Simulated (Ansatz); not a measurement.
# C₂H₄Si (SMILES C#C[SiH3]): single points off equilibrium

An exercise on one series of results from a longer session: the logs are not shown, and one member is left open.

The runs use Ansatz 0.2.0, Gaussian basis; single points in def2-TZVPP.

Cores are frozen in the correlated methods.

## Where the work starts

SMILES `C#C[SiH3]`, 7 atoms, charge 0, spin multiplicity 1.

Atoms are counted from 1 here; the program's logs count them from 0.

Bond lengths: C1–C2 1.193 Å, C1–H4 1.061 Å, C2–Si3 2.020 Å, Si3–H5 1.529 Å, Si3–H6 1.425 Å, Si3–H7 1.433 Å. Angles: C2–C1–H4 169.9°, C1–C2–Si3 173.1°, C2–Si3–H5 105.1°, C2–Si3–H6 104.9°, C2–Si3–H7 103.1°, H5–Si3–H6 116.1°, H5–Si3–H7 108.9°, H6–Si3–H7 117.0°.

Coordinates:

```xyz
7
C2H4Si
C    -0.4850   -1.9513    0.2483
C    -0.2693   -0.7865    0.1059
Si    0.3305    1.1305   -0.1063
H    -0.8564   -2.9354    0.3837
H    -0.0564    1.5119   -1.5350
H    -0.3346    1.8412    0.9350
H     1.7582    1.0368   -0.0208
```

Set-up of the first run:

run/in.yaml reads:

```yaml
crystal:
  periodic: [false, false, false]
  atoms:
    - {symbol: C, position_ang: [-0.485000, -1.951300, 0.248300]}
    - {symbol: C, position_ang: [-0.269300, -0.786500, 0.105900]}
    - {symbol: Si, position_ang: [0.330500, 1.130500, -0.106300]}
    - {symbol: H, position_ang: [-0.856400, -2.935400, 0.383700]}
    - {symbol: H, position_ang: [-0.056400, 1.511900, -1.535000]}
    - {symbol: H, position_ang: [-0.334600, 1.841200, 0.935000]}
    - {symbol: H, position_ang: [1.758200, 1.036800, -0.020800]}
basis:
  gaussian: {orbitals: def2-TZVPP}
correlation: {method: ccsd_t}
output: {forces: true}
```

No record of the launch command was kept for these runs.

Steps of the session up to this table: CCSD(T)/def2-TZVPP; PBE0-D4/def2-TZVPP; wB97M-V/def2-TZVPP; r2SCAN-D4/def2-TZVPP; PBE-D4/def2-TZVPP; BLYP-D4/def2-TZVPP; LC-wPBE/def2-TZVPP.

One of the session's tables, all rows but one given; the rest of the session is left out.

| method | RMS force component (eV/Å) | angle to CCSD(T) forces (°) | dipole (D) |
| --- | --- | --- | --- |
| CCSD(T) | 1.591 | reference | 0.96 |
| PBE0-D4 | 1.354 | 12.2 | 0.94 |
| wB97M-V | ? | ? | ? |
| r2SCAN-D4 | 1.410 | 8.7 | 0.90 |
| PBE-D4 | 1.528 | 5.7 | 0.89 |
| BLYP-D4 | 1.457 | 4.4 | 0.93 |
| LC-wPBE | 1.228 | 21.5 | 0.97 |

Estimate the missing values for wB97M-V.

**Answer.** RMS force component (eV/Å): 1.270; angle to CCSD(T) forces (°): 13.4; dipole (D): 0.99. In the column «RMS force component (eV/Å)» it lies between LC-wPBE (1.228) and PBE0-D4 (1.354).

Caveats from the session: CCSD(T) in triple zeta still lacks some correlation energy of the bonds, so part of these gaps is its own basis error and they don't rank the functionals.
